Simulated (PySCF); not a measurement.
Start geometry of `F[C@H]1CC1(F)F` from GFN2-xTB (Å):
```
atom  x, y, z in Å
F1     1.650   -0.517   -0.966
C2     0.838   -0.202    0.090
C3    -0.224    0.876   -0.081
C4    -0.574   -0.551    0.037
F5    -1.141   -1.203   -1.018
F6    -1.206   -0.989    1.164
H7     1.396   -0.309    1.024
H8    -0.385    1.547    0.750
H9    -0.297    1.329   -1.033
```

Problem. What comes out of this run: PySCF, PBE0-D3(BJ)/def2-SVP geometry optimisation, gas phase?

Solution. 
```
atom  x, y, z in Å
F1     1.8368   -0.0211   -0.6442
C2     0.8300   -0.1081    0.2468
C3    -0.3571    0.8221    0.0646
C4    -0.4755   -0.6287   -0.2202
F5    -0.5937   -1.0365   -1.4820
F6    -1.1956   -1.4012    0.5986
H7     1.1610   -0.3516    1.2624
H8    -0.8396    1.2341    0.9543
H9    -0.3107    1.4740   -0.8122
```

The energy falls by 12.9 kJ/mol over 9 energy and gradient evaluations, the largest force component goes from 0.0478 to 4.5e-04 Eh/bohr, and the atoms move by 0.036 Å rms after alignment. The bond that changes most is C3–H9 (three-membered-ring carbon to methylene hydrogen), which lengthens by 0.038 Å. Bonds longer at the end by more than 0.005 Å: 4 of 9; shorter: 3. Among the angles that change most is F1–C2–H7, from 109.5° to 113.7°. Rotational constants go from 5759, 2963, 2580 to 5858, 3058, 2646 MHz. The orientation of the end geometry is arbitrary; only internal coordinates are fixed.

The run used 99 basis functions and 58 SCF cycles in all. Time: 25 s; peak memory 0.41 GiB. Hardware: an Arm Neoverse V2 with one thread, no GPU, shared host with 96 logical CPUs at a one-minute load of 35.

No frequency check.
